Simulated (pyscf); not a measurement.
HO–Al(OH)–F (SMILES [OH][Al]([OH])[F]) + H• (SMILES [H]) -> •O–Al(OH)–F (SMILES [O][Al]([OH])[F]) + H₂ (SMILES [H][H]), a hydrogen abstraction (doublet surface; H–O broken, H–H formed). PySCF, gas phase, ωB97X-D3(BJ)/def2-SVP geometries. Energies in kcal/mol from the separated reactants.

Small-basis levels: PySCF, no dispersion term, spherical d functions. AM1 to PM7: differences of heats of formation from MOPAC, which are fitted to 298 K values and so differ in kind from electronic energies by zero-point and thermal terms. Open shells are spin-unrestricted. 

```tsv
level	barrier	reaction energy
HF/6-31G*	22.7	+5.7
PBE/6-31G*	12.9	+15.6
B3LYP/STO-3G	-27.3	-28.1
B3LYP/3-21G	5.7	+6.7
B3LYP/LANL2DZ	12.4	+12.2
B3LYP/6-31G*	12.5	+10.4
AM1	16.4	+9.1
ωB97M-D3(BJ)/def2-TZVP	21.0	+18.9
```

Against the last row the barrier runs from -48.3 (B3LYP/STO-3G) to +1.7 kcal/mol (HF/6-31G*). At PBE/6-31G*, B3LYP/STO-3G, B3LYP/3-21G this geometry lies under one side, so the entry may be no barrier of that level: it is a single point on another level's saddle. ωB97M-D3(BJ)/def2-TZVP has limits of its own. This is the saddle that the search found; another between the same sides may lie lower. The angle at the transferred H is 152°.
